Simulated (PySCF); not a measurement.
propyne (C3H4), SMILES C#CC.

Geometry optimised at ωB97X-D3(BJ)/def2-TZVP.

The numbers are results of TDA-PBE/def2-SVPD (PySCF 2.14.0), not measurements.

Vertical excitations; the highest root listed may be one member of a degenerate set. Gas-phase values at a fixed geometry. State labels are in the subgroup Cs.

Question: List the lowest excited states. (An estimate is asked for; the answer gives what the named calculation found.)

Answer: 
```json
[
 {"state": "S1", "symmetry": "A\"", "energy (eV)": "6.72", "λ (nm)": "185", "f": "0.005", "main pairs": "HOMO→LUMO (degenerate set)"},
 {"state": "S2", "symmetry": "A'", "energy (eV)": "6.72", "λ (nm)": "185", "f": "0.005", "main pairs": "HOMO−1→LUMO (degenerate set)"},
 {"state": "S3", "symmetry": "A\"", "energy (eV)": "6.80", "λ (nm)": "182", "f": "0.000", "main pairs": "HOMO→LUMO+2 50 %, HOMO−1→LUMO+1 50 %"},
 {"state": "S4", "symmetry": "A'", "energy (eV)": "7.00", "λ (nm)": "177", "f": "0.001", "main pairs": "HOMO−1→LUMO+2, HOMO→LUMO+1 (degenerate set)"},
 {"state": "S5", "symmetry": "A\"", "energy (eV)": "7.00", "λ (nm)": "177", "f": "0.001", "main pairs": "HOMO−1→LUMO+1, HOMO→LUMO+2 (degenerate set)"},
 {"state": "S6", "symmetry": "A'", "energy (eV)": "7.78", "λ (nm)": "159", "f": "0.035", "main pairs": "HOMO−1→LUMO+3 (degenerate set)"},
 {"state": "S7", "symmetry": "A\"", "energy (eV)": "7.78", "λ (nm)": "159", "f": "0.036", "main pairs": "HOMO→LUMO+3 (degenerate set)"},
 {"state": "S8", "symmetry": "A\"", "energy (eV)": "8.44", "λ (nm)": "147", "f": "0.041", "main pairs": "HOMO→LUMO+4 (degenerate set)"},
 {"state": "S9", "symmetry": "A'", "energy (eV)": "8.44", "λ (nm)": "147", "f": "0.041", "main pairs": "HOMO−1→LUMO+4 (degenerate set)"},
 {"state": "S10", "symmetry": "A'", "energy (eV)": "8.91", "λ (nm)": "139", "f": "0.315", "main pairs": "HOMO−1→LUMO+6 35 %, HOMO→LUMO+5 35 %, HOMO→LUMO+1 13 %, HOMO−1→LUMO+2 13 %"},
 {"state": "T1", "symmetry": "A'", "energy (eV)": "5.54", "λ (nm)": "224", "f": "0", "main pairs": "HOMO→LUMO+1 49 %, HOMO−1→LUMO+2 49 %"},
 {"state": "T2", "symmetry": "A\"", "energy (eV)": "6.01", "λ (nm)": "206", "f": "0", "main pairs": "HOMO→LUMO+2, HOMO−1→LUMO+1 (degenerate set)"},
 {"state": "T3", "symmetry": "A'", "energy (eV)": "6.01", "λ (nm)": "206", "f": "0", "main pairs": "HOMO−1→LUMO+2, HOMO→LUMO+1 (degenerate set)"},
 {"state": "T4", "symmetry": "A\"", "energy (eV)": "6.60", "λ (nm)": "188", "f": "0", "main pairs": "HOMO→LUMO 100 %"}
]
```
Triplets are in the Tamm–Dancoff approximation.
